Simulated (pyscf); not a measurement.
Structures and frequencies: ωB97X-D3(BJ)/def2-SVP in PySCF.

Estimate by transition-state theory the rate constant of `[O][Sn](=[O])[OH]` [doublet] + `[H][H]` → `[O]=[Sn]([OH])[OH]` + `[H]` [doublet] (doublet surface; H–H broken, H–O formed) at 298 K, with ωB97M-D3(BJ)/def2-TZVP energies (ideal gas, 1 atm, RRHO with modes under 100 cm⁻¹ raised to 100, one conformer, R ln 2 for chiral ones without a mode under 150 cm⁻¹; no tunnelling).

The electronic barrier is 4.3 kcal/mol and the thermal terms add +6.1, so ΔG‡ = 10.4 kcal/mol. With k_BT/h = 6.21e+12 s⁻¹ and RT = 0.592 kcal/mol, and a volume of 4.06e-20 cm³ per molecule at 1 atm, k = 6.3e-15 cm³ molecule⁻¹ s⁻¹. Wigner's tunnelling factor for 955i cm⁻¹ would be 1.88, likely too low at so high a frequency. A shift of 1 kcal/mol in the barrier changes k by a factor 5.4. This is the saddle that the search found; another between the same sides may lie lower. The angle at the transferred H is 161°. Elements past Kr carry the def2 core potentials, without spin-orbit coupling.
